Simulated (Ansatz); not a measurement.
Two isomers of C4H4F2: A = `C=C(F)/C=C/F`, B = `C=CC=C(F)F`.

Gas-phase electronic energies from Ansatz, PBE0-D4/def2-TZVP geometries. CCSD(T)/CBS adds triple-zeta CCSD(T) − MP2 to the extrapolated MP2 energy (def2 sets, frozen cores). DFT in def2-TZVPP. B3LYP here is the variant with VWN-RPA as its local correlation; programs differ in this. One conformer a species, not always the lowest.

Q: Which is lower in electronic energy at CCSD(T)/CBS, and by how much? (Estimate.)

A: Computed: B, by 1.6 kcal/mol.

Q: Give E(B) − E(A) in kcal/mol with MP2/def2-TZVPP, CCSD/def2-TZVPP, r2SCAN-D4, B3LYP-D4, ωB97M-V, LDA (SPW92), B3LYP. (Estimate.)

A: Computed: MP2/def2-TZVPP -2.4, CCSD/def2-TZVPP -1.9, r2SCAN-D4 -2.1, B3LYP-D4 -1.3, ωB97M-V -1.8, LDA (SPW92) -2.5, B3LYP -1.4. None reverses the order clearly.

Q: Does the order hold for the free energy at 298.15 K (harmonic terms from PBE0-D4)? (An estimate is asked.)

A: Computed: Yes: G(B) − G(A) = -1.5 kcal/mol, for one conformer each.

Largest T1 diagnostic: 0.012.

Leaving LDA and LC-ωPBE aside and taking each functional with its dispersion term where it has one, the values, not all of them listed here, spread over 1.5 kcal/mol, from PBE-QIDH to BLYP-D4. At CCSD(T), def2-SVP lies −1.6 kcal/mol from the extrapolated value and def2-TZVPP −0.3 kcal/mol.
